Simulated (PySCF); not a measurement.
# C4H5F: the cost of one run

Programs: PySCF 2.14.0, with density-fitted response routines of our own. Each step states its level of theory. These are calculated values for one molecule in the gas phase, unless marked as measured. Atoms count from 0, in the outputs and in this text.

### Step 1. The molecule as given

10 atoms, charge 0, multiplicity 1; geometry from: GFN2-xTB. The atoms were then displaced at random by about 0.01 Å, so the start is not that level's minimum.

Bonds of the start (Å): F0–C1 1.34, C1–C2 1.47, C2–C3 1.47, C3–C4 1.53, C3–C1 1.48, C4–C1 1.48, C2–H5 1.09, C2–H6 1.10, C3–H7 1.07, C4–H8 1.11, C4–H9 1.08.

### Step 2. Geometry optimisation at PBE0-D3(BJ)/def2-SVP

What the job is given:

```
{"job": {"xc": "PBE0", "basis": "def2-SVP", "d3": "d3bj", "grid": 1, "shake": 0.01, "kind": "geom"}, "charge": 0, "multiplicity": 1}
F     -0.262210    -0.046670    -2.073990
C     -0.091080     0.162470    -0.763210
C      1.143430     0.128490     0.037250
C      0.016650    -0.732840     0.405260
C     -1.062780     0.345380     0.336740
H      2.021760    -0.354770    -0.389980
H      1.419930     0.983250     0.667230
H     -0.082870    -1.780060     0.572070
H     -0.965870     1.226950     1.008100
H     -2.086520     0.046860     0.179480
```

On the command line:

```console
$ OMP_NUM_THREADS=1 python probes_run.py task.json out
```

This one command runs all jobs of the session in turn.

**Question.** How long does this first job take on 1 thread of Arm Neoverse V1, shared host, and how much memory does it need?

About 25 s, with a peak of 0.46 GiB.
